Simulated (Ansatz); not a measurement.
Process, species as SMILES: N (NH3) → [NH2-] + H+
B3LYP-D3(BJ)/def2-TZVP geometries, fixed; electronic energies without zero-point terms.

Basis-set convergence of the deprotonation energy at CCSD(T) with Ansatz (an electronic-structure program). All functions are spherical. Cores are frozen. No added dispersion term, no relativity. Functions are those of the species that has most. Reference: Hartree-Fock in aug-cc-pVQZ plus the correlation part extrapolated as X^-3 from aug-cc-pVTZ and aug-cc-pVQZ, 412.01 kcal/mol, itself unsure by roughly 0.06 kcal/mol (a third of the extrapolation step and of the last Hartree-Fock step). Deviations are taken from unrounded values.

```csv
basis,functions
cc-pVDZ,29
aug-cc-pVDZ,50
aug-pcseg-1,50
cc-pVTZ,72
jun-cc-pV(T+d)Z,81
aug-cc-pVTZ,115
aug-pcseg-2,115
cc-pVQZ,145
aug-cc-pVQZ,218
aug-pcseg-3,232
cc-pV5Z,256
```

Problem. Which is the smallest set listed that can be trusted to 0.5 kcal/mol here, that is, within that of the reference together with its larger relatives (same family, alike in diffuse functions; a set with none to test it counts only in the reference's own line)?

Solution. The smallest set listed that lies within 0.5 kcal/mol of the reference with all its larger relatives (same family, alike in diffuse functions; a set with none counts only in the reference's own line) is aug-cc-pVTZ (115 functions, -0.19 kcal/mol off), level with aug-pcseg-2. Value minus reference: cc-pVDZ 38.97, aug-cc-pVDZ -1.94, aug-pcseg-1 -1.90, cc-pVTZ 22.61, jun-cc-pV(T+d)Z 0.72, aug-cc-pVTZ -0.19, aug-pcseg-2 0.03, cc-pVQZ 14.05, aug-cc-pVQZ -0.01, aug-pcseg-3 0.16, cc-pV5Z 6.63 kcal/mol.
